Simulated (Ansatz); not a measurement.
# C2H6F: the cost of one run

Program: Ansatz 0.2.0. Level of theory: the levels named in each step. These are calculated values, not measurements.

### Step 1. Starting point

Bond lengths: C2–C3 1.472 Å, F1–H4 0.937 Å, C2–H5 1.051 Å, C2–H6 1.092 Å, C3–H7 1.099 Å, C3–H8 1.074 Å, C3–H9 1.111 Å. Angles: C2–C3–H7 111.3°, C2–C3–H8 110.6°, C2–C3–H9 109.9°, H7–C3–H8 107.9°, H7–C3–H9 105.3°, H8–C3–H9 111.7°, C3–C2–H5 121.1°, C3–C2–H6 119.7°, H5–C2–H6 118.7°.

Structure file:

```xyz
9

F     1.7845   -1.1462    0.9450
C    -1.8805    0.7961   -0.9895
C    -0.5748    0.7424   -0.3110
H     1.0425   -0.7268    0.5546
H    -1.9457    0.8914   -2.0346
H    -2.7954    0.8644   -0.3980
H    -0.2048    1.7506   -0.0759
H     0.1547    0.2590   -0.9343
H    -0.6785    0.2325    0.6704
```

### Step 2. A rough first relaxation, PBE-D4/def2-SVP

This run stands in another session on the same molecule. It ended at:

```xyz
9

F     1.7227   -0.9151    0.8482
C    -1.8657    0.7716   -0.9672
C    -0.5555    0.7380   -0.2704
H     0.8610   -0.9034    0.4837
H    -1.9205    0.8576   -2.0631
H    -2.8046    0.8613   -0.3999
H    -0.1515    1.7585   -0.0488
H     0.2365    0.2513   -0.8803
H    -0.6204    0.2436    0.7244
```

### Step 3. Relaxation, HF/STO-3G

Input file input.yaml:

```yaml
crystal:
  periodic: [false, false, false]
  atoms:
    - { symbol: F, position_ang: [1.72270463, -0.91512749, 0.84821434] }
    - { symbol: C, position_ang: [-1.86574254, 0.77155605, -0.96722812] }
    - { symbol: C, position_ang: [-0.55545232, 0.73804281, -0.27042328] }
    - { symbol: H, position_ang: [0.8609864, -0.90337333, 0.48372971] }
    - { symbol: H, position_ang: [-1.9204582, 0.85755552, -2.06305684] }
    - { symbol: H, position_ang: [-2.80464736, 0.86132132, -0.39985061] }
    - { symbol: H, position_ang: [-0.15148599, 1.75849143, -0.04884552] }
    - { symbol: H, position_ang: [0.23648203, 0.25129997, -0.88025042] }
    - { symbol: H, position_ang: [-0.62044665, 0.24357372, 0.72440074] }
magnetization:
  spin_polarized: true
  initial_magnetization: 1
basis:
  gaussian: { orbitals: STO-3G }
hamiltonian:
  xc: hf
relax:
  f_tol: 0.002
  max_steps: 150
```

Command:

```bash
ansatz run input.yaml --threads 2 --pin off --max-ram 5120MiB --backend cpu --events-out ev --progress --plain --runs-dir out
```

**Question.** How long does this run take on 2 threads of Intel Xeon at 2.50GHz (Skylake/Cascade Lake), shared host, and how much memory does it need?

About 37 s, with a peak of 0.098 GiB.
